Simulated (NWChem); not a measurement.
methylamine (CH$_{5}$N); SMILES NC

Results from NWChem. Pople sets run with spherical d functions. Coordinates come from a PBE0/def2-SVP optimisation. Computed dipoles belong to the equilibrium geometry; the measured one is vibrationally averaged.

Measured dipole moment: 1.31 D (NIST CCCBDB, as tabulated in the package chemicals).

| level | dipole moment (D) | computed − measured |
|---|---|---|
| B3LYP/STO-3G | 1.44 | +0.13 |
| B3LYP/3-21G | 1.54 | +0.23 |
| B3LYP/6-31G* | 1.41 | +0.10 |
| B3LYP/6-31+G* | 1.52 | +0.21 |
| B3LYP/def2-SVP | 1.30 | -0.01 |
| B3LYP/def2-SVPD | … | … |
| B3LYP/def2-TZVP | 1.35 | +0.04 |
| B3LYP/6-311++G** | 1.43 | +0.12 |
| B3LYP/aug-cc-pVTZ | … | … |

Problem. Some entries are withheld; supply them.

Solution. 
- B3LYP/aug-cc-pVTZ, dipole moment (D): 1.29
- B3LYP/aug-cc-pVTZ, computed − measured: -0.02
- B3LYP/def2-SVPD, dipole moment (D): 1.30
- B3LYP/def2-SVPD, computed − measured: -0.01
